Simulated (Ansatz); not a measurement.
**BNH3 (quartet): from Hartree-Fock to the top rungs at distance B1–H4 along a hydrogen transfer = 1.194 Å, cc-pVDZ**

One table from this session's results is given with a row withheld; the runs are named, their logs left out.

The runs use Ansatz 0.2.0, Gaussian basis; cc-pVDZ, core rule «outside noble gas», up to 2 orbitals frozen.

The runs, in order: UHF; CCSD(T) on ROHF; CCSD(T) on UHF; BCCD(T) on ROHF; CISD; CCSDT(Q) on ROHF; CCSDT(Q) on UHF; CASSCF and MRCISD+Q, 5 electrons in 5 orbitals; CASSCF and NEVPT2, 5 electrons in 5 orbitals; CASSCF and MRCISD+Q, 11 electrons in 11 orbitals; CASSCF and NEVPT2, 11 electrons in 11 orbitals.

16 further runs of the same task are left out: 8 for a known fault of the program, 4 that didn't finish, 4 set aside as unsound or not needed.

**The system**

The geometry derives from fragments relaxed apart (PBE0/def2-TZVP) and kept rigid, so it is no stationary point. A hydrogen atom is moved between rigid fragments.

5 atoms, charge 0, spin multiplicity 4.

Atoms are counted from 1 here; the program's logs count them from 0.

Bond lengths: B1–H2 1.193 Å, B1–H3 1.193 Å, B1–H4 1.193 Å. Angles: H2–B1–H3 120.0°, H2–B1–H4 120.0°, H3–B1–H4 120.0°.

The first run:

The input, in.yaml:

```yaml
crystal:
  periodic: [false, false, false]
  atoms:
    - {symbol: B, position_ang: [-1.424742, 0.000000, 0.000000]}
    - {symbol: H, position_ang: [-2.021475, 1.033571, 0.000000]}
    - {symbol: H, position_ang: [-2.021475, -1.033571, 0.000000]}
    - {symbol: H, position_ang: [-0.231276, 0.000000, 0.000000]}
    - {symbol: N, position_ang: [1.407258, 0.000000, 0.000000]}
basis:
  gaussian: {orbitals: cc-pVDZ}
magnetization: {spin_polarized: true, initial_magnetization: 3}
hamiltonian: {xc: hf}
output: {orbitals: {seedname: orbitals}}
```

The run is started by

```console
$ ansatz run in.yaml --threads 1 --pin off --events-out ev --progress --plain --max-ram 2393MiB
```

Steps of the session up to this table: UHF; CCSD(T) on ROHF; CCSD(T) on UHF; BCCD(T) on ROHF; CISD; CCSDT(Q) on ROHF; CCSDT(Q) on UHF; CASSCF and MRCISD+Q, 5 electrons in 5 orbitals; CASSCF and NEVPT2, 5 electrons in 5 orbitals; CASSCF and MRCISD+Q, 11 electrons in 11 orbitals; CASSCF and NEVPT2, 11 electrons in 11 orbitals.

One of the session's tables, all rows but one given; the rest of the session is left out.

| method | from UCCSDT(Q) (meV) |
| --- | --- |
| ROHF | +5903.2 |
| UHF | +5797.3 |
| RMP2 | +1210.8 |
| UMP2 | +1192.5 |
| CISD | +430.6 |
| RCCSD | ? |
| UCCSD | +95.9 |
| RCCSD(T) | +21.1 |
| UCCSD(T) | +19.3 |
| BCCD(T) | +21.2 |
| RCCSDT | +4.4 |
| UCCSDT | +2.6 |
| RCCSDT(Q) | +1.9 |
| UCCSDT(Q) | 0 |
| CASSCF valence | +4453.9 |
| NEVPT2 valence | +1137.7 |
| MRCISD valence | +258.4 |
| MRCISD+Q valence | +5.6 |

Estimate the missing values for RCCSD.

As computed: from UCCSDT(Q) (meV): +98.1. In the column «from UCCSDT(Q) (meV)» it lies between UCCSD (+95.9) and MRCISD valence (+258.4).

Left out of the table: CASSCF pair, NEVPT2 pair, MRCISD pair, MRCISD+Q pair (the active space lost an orbital or holds another state than full CI finds).

To keep in mind: Restricted and unrestricted rows rest on different reference determinants; where their highest levels disagree by more than a few hundredths of an eV, they describe different states and don't form one ladder. Warnings in the runs' records: passed over end.
